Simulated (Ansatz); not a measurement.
Zinc-blende AlN (metastable phase) was calculated with G0W0@PBE (hard PAW, contour deformation; Ansatz, a quantum-chemistry and plane-wave program).

The cell has the measured lattice parameters. Conventional cell: a = 4.3800 Å, b = 4.3800 Å, c = 4.3800 Å, α = 90.00°, β = 90.00°, γ = 90.00°.

The quasiparticle gap at Γ at a fixed k mesh 4×4×4:

| response cutoff | value (eV) |
|---|---|
| 150 eV, 161 empty bands | 5.695 |
| 200 eV, 248 empty bands | 5.746 |
| 250 eV, 346 empty bands | 5.769 |
| 300 eV, 455 empty bands | 5.783 |

Q: Taking the value to converge with the response cutoff E as E^(−3/2), extrapolate from the last two rows.

A: With y = y∞ + c/w and weights w = 3953 and 5196 for the last two rows, y∞ = (w2 y2 − w1 y1)/(w2 − w1) = (5196 × 5.783 − 3953 × 5.769)/1243 = 5.828 eV, which lies 0.045 beyond the last row. Successive pairs of rows give 5.841, 5.827, 5.828. The limit also hangs on the law assumed, so its last digits aren't firm.

The other settings are not extrapolated, so this is the limit in one setting alone.

At the last cutoff the smallest gap on this mesh is 4.83 eV, with an edge away from Γ.
